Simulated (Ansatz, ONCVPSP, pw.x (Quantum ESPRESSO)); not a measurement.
# pw.x on fcc P: one setting changed

Potential: optimised norm-conserving Vanderbilt (ONCV), ONCVPSP 4.0.1, PBEsol; core [Ne], reference 3s2 3p3; waves: 3s: rc 1.30 bohr, ncon 3, nbas 8, qcut 5 1/bohr, local; 3p: rc 1.65 bohr, ncon 4, nbas 7, qcut 4.1 1/bohr, 2 projectors, debl 0.4 Ha; d scattering state at 0.46 Ha: rc 1.35 bohr, ncon 4, nbas 9, qcut 6.6 1/bohr, 2 projectors, debl 1.8 Ha; local part: the s channel; core correction: Teter function, fcfact 4.25, rcfact 1.25.

The reference run (k-mesh 15³, cutoffs 50/200 Ry, Fermi–Dirac 0.01 Ry, mixing_beta 0.4, conv_thr 1e-9, no spin) gives -0.33 GPa at 14.096 Å³/atom, where all-electron LAPW gives -0.60 GPa. This run, with its own iteration cap, changes smearing to box, a wrong or extreme entry chosen on purpose.

```
&control
  calculation='scf', prefix='x', pseudo_dir='./', outdir='./tmp', tstress=.true., disk_io='none'
/
&system
  ibrav=0, nat=1, ntyp=1, ecutwfc=50, ecutrho=200, nbnd=9,
  occupations='smearing', smearing='box', degauss=0.01
/
&electrons
  conv_thr=1e-09, mixing_beta=0.4, electron_maxstep=70
/
ATOMIC_SPECIES
P 1.0 P.UPF
CELL_PARAMETERS angstrom
  0.00000000 1.91729364 1.91729364
  1.91729364 0.00000000 1.91729364
  1.91729364 1.91729364 0.00000000
ATOMIC_POSITIONS crystal
P 0.0000 0.0000 0.0000
K_POINTS automatic
15 15 15 0 0 0
```

```bash
pw.x < P.scf.in > P.scf.out
```

Task: How does the run end?

Result: It stops with "set_occupations: smearing box unknown".

```
Error in routine  set_occupations (1):
      smearing box unknown
```

The run took about 0.5 s on one core of a shared server CPU.
